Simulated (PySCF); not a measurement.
MMg for M along the third period

PBE0 with double-zeta basis sets in PySCF, for the lowest determinant that a PBE0 search found; no spin–orbit coupling. De refers to high-spin ground-configuration atoms. A positive dipole means M(−)Mg(+).

```tsv
M	basis	state (unpaired electrons)	Re (Å)	ωe (cm⁻¹)	De (eV)	μ (D)
Mg	x2c-SVPall	singlet (closed shell)	3.592	92.9	0.12	n/a
Al	aug-cc-pVDZ/aug-cc-pV(D+d)Z	doublet (π ↑)	2.894	204	0.49	1.43
Si	aug-cc-pVDZ/aug-cc-pV(D+d)Z	triplet (π ↑↑)	2.555	311	1.14	3.45
P	x2c-SVPall	quartet (σ ↑, π ↑↑)	2.563	301	0.81	1.69
Cl	def2-SVP	doublet (σ ↑)	2.231	464	3.39	3.23
```

(1) By what factor does the well depth vary along the series?

The rows differ in basis set, which adds steps of its own.

The state changes along the series, so neighbouring rows are not always alike in their bonding.

Closed-shell solutions of metal pairs were not tested for spin polarisation, which can lower them a little. Weak bonds: Mg2, MgAl. Basis-set superposition, not corrected here, can be much of De in a small basis, most of all at correlated wavefunction levels. Functionals without a dispersion term scatter widely for such bonds, and LDA overbinds them. States were picked by a PBE0 search and need not be the measured ground states.

## Answers

(1) At PBE0 it runs from 0.12 eV (Mg2) to 3.39 eV (MgCl), a factor of 28.3.
